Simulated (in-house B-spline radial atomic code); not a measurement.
RPA and G0W0 for neutral xenon, [Kr] 4d10 5s2 5p6, as one setting changes: the radius of a hard wall (bohr). Start: Hartree-Fock. A dash marks a level of low quasi-particle weight. Computed with an all-electron radial atomic-structure program (B-spline basis): all electrons, scalar-relativistic (spin-free one-electron X2C), finite nucleus, each spin shell either full or empty, empty states to l = 9 with an (l + 1/2)⁻⁴ tail; G0W0 by contour deformation at full frequency.

Spin-orbit coupling, left out, splits p levels strongly here.

| radius of a hard wall (bohr) | mean-field level (eV) | G0W0 level (eV) | RPA correlation (Eh) |
| --- | --- | --- | --- |
| 2 | 79.62 | 5p 78.01 | -4.2118 |
| 2.5 | 26.387 | 5p 25.022 | -4.0642 |
| 3 | ? | ? | ? |
| 3.5 | -2.965 | 5p -4.070 | -3.9488 |
| 4 | ? | ? | ? |
| 5 | -11.001 | 5p -11.834 | -3.9056 |
| 6 | -12.021 | 5p -12.739 | -3.8999 |
| 8 | -12.393 | 5p -13.017 | -3.8973 |
| 12 | -12.420 | 5p -13.027 | -3.8963 |

(1) What belongs in the row for 3?

(2) What belongs in the row for 4?

## Answers

(1) mean-field level (eV): 6.119; G0W0 level (eV): 5p 4.898; RPA correlation (Eh): -3.9905.

(2) mean-field level (eV): -7.446; G0W0 level (eV): 5p -8.447; RPA correlation (Eh): -3.9254.
